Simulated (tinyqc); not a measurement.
A ladder of methods, and size consistency: correlation methods against full CI in the sto-3g basis, for HF, spin multiplicity 1. Computed by the program tinyqc with PySCF. Command: `OMP_NUM_THREADS=1 python tinyqc.py 113725 113726 out.jsonl`; one thread of a shared host (Intel(R) Xeon(R) Processor @ 2.60GHz), about 0.8 s.

Geometry (angstrom):
```
atom       x       y       z
F     0.0000  0.0000  0.0000
H     0.0000  0.0000  1.1380
```

RHF energy of one = -98.542032 hartree

All electrons correlated; +Q is the Davidson correction (1 - c0^2) E_corr. The last columns treat two copies 100 angstrom apart as one system. FCI is the lowest singlet.

Correlation energies (hartree):
```
method   E_corr of one  share of FCI (%)  E_corr of two at 100 angstrom  two minus twice one (mhartree)
MP2          -0.029031           61.3409                      -0.058063                          0.0000
CISD         -0.047328          100.0000                      -0.091193                          3.4634
CISD+Q       -0.049196          103.9460                      -0.097625                          0.7667
CCSD         -0.047328          100.0000                      -0.094656                          0.0000
CCSD(T)      -0.047328          100.0000                      -0.094656                          0.0000
FCI          -0.047328          100.0000                              -                               -
```

MP2 recovers 61 %, CISD 100.0 % and CCSD 100.0 % of the FCI value (c0^2 = 0.961 in CISD). MP2 and coupled cluster are size consistent, so their last column vanishes; CISD loses 3.46 mhartree, since a double excitation on each copy is a quadruple of the pair, and the Davidson correction leaves +0.77. With two electrons, or one virtual orbital, CISD and CCSD are exact for one copy, so +Q overshoots there.
